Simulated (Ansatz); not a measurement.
**PH₂ radical: up Jacob's ladder to CCSD(T)**

An exercise on one series of results from a longer session: the logs are not shown, and one member is left open.

Method: functionals in def2-TZVPP, the program's frozen cores in correlated methods; program: Ansatz 0.2.0, Gaussian basis.

Levels to be run: LDA (SPW92), PBE-D4, revPBE-D4, BLYP-D4, r2SCAN-D4, B97M-V, PBE0-D4, B3LYP-D4, r2SCANh-D4, r2SCAN0-D4, HSE06-D4, BHLYP-D4, CAM-B3LYP-D4, LC-ωPBE, ωB97X-V, ωB97M-V, B2PLYP, PBE-QIDH; CCSD(T)/def2-SVP; CCSD(T)/def2-TZVPP; CCSD(T)/def2-QZVPP; extrapolation to the limit; RPA on PBE.

## Structure used throughout

An earlier PBE0-D4 in a triple-zeta def2 set relaxation fixed the geometry.

3 atoms, charge 0, spin multiplicity 2.

Atoms are counted from 1 here; the program's logs count them from 0.

Bond lengths: P1–H2 1.424 Å, P1–H3 1.424 Å. Angles: H2–P1–H3 91.5°.

The first run:

in.yaml

```yaml
crystal:
  periodic: [false, false, false]
  atoms:
    - {symbol: P, position_ang: [-0.000000, -0.000000, 0.123908]}
    - {symbol: H, position_ang: [-0.000000, 1.019953, -0.869724]}
    - {symbol: H, position_ang: [0.000000, -1.019953, -0.869724]}
basis:
  gaussian: {orbitals: def2-TZVPP}
magnetization: {spin_polarized: true, initial_magnetization: 1}
hamiltonian: {xc: lda}
output: {orbitals: {seedname: orbitals}}
```

Started as:

```sh
$ ansatz run in.yaml --threads 2 --pin off --events-out ev --progress --plain --max-ram 20480MiB --backend cpu
```

Steps of the session up to this table: LDA; PBE-D4 (GGA); revPBE-D4 (GGA); BLYP-D4 (GGA); r2SCAN-D4 (meta-GGA); B97M-V (meta-GGA); PBE0-D4 (hybrid); B3LYP-D4 (hybrid); r2SCANh-D4 (hybrid); r2SCAN0-D4 (hybrid); HSE06-D4 (hybrid); BHLYP-D4 (hybrid); CAM-B3LYP-D4 (range-separated); LC-ωPBE (range-separated); ωB97X-V (range-separated); ωB97M-V (range-separated); B2PLYP (double hybrid); PBE-QIDH (double hybrid).

One table of the session follows, with a row left open; its other results are not shown here.

It belongs to the step «Orbital energies across the functionals». 

```
  functional  HOMO (eV)  LUMO (eV)  gap (eV)
 LDA (SPW92)      -5.94      -4.62      1.32
      PBE-D4      -5.99      -4.13      1.86
   revPBE-D4      -5.98      -4.01      1.97
     BLYP-D4      -5.73      -4.15      1.57
   r2SCAN-D4      -6.44      -3.63      2.81
      B97M-V      -6.14      -4.06      2.07
     PBE0-D4      -7.22      -3.04      4.18
    B3LYP-D4      -6.85      -3.47      3.38
  r2SCANh-D4      -6.88      -3.25      3.63
  r2SCAN0-D4      -7.54      -2.69      4.84
    HSE06-D4      -6.82      -3.43      3.39
    BHLYP-D4      -8.17      -2.08      6.09
CAM-B3LYP-D4      -8.43      -2.03      6.40
     LC-ωPBE     -10.01      -0.53      9.49
     ωB97X-V          ?          ?         ?
     ωB97M-V      -9.02      -1.22      7.80
```

Q: Estimate the row for ωB97X-V from the others.

The run gave: HOMO (eV): -9.40; LUMO (eV): -1.07; gap (eV): 8.33. In the column «HOMO (eV)» it lies between LC-ωPBE (-10.01) and ωB97M-V (-9.02).
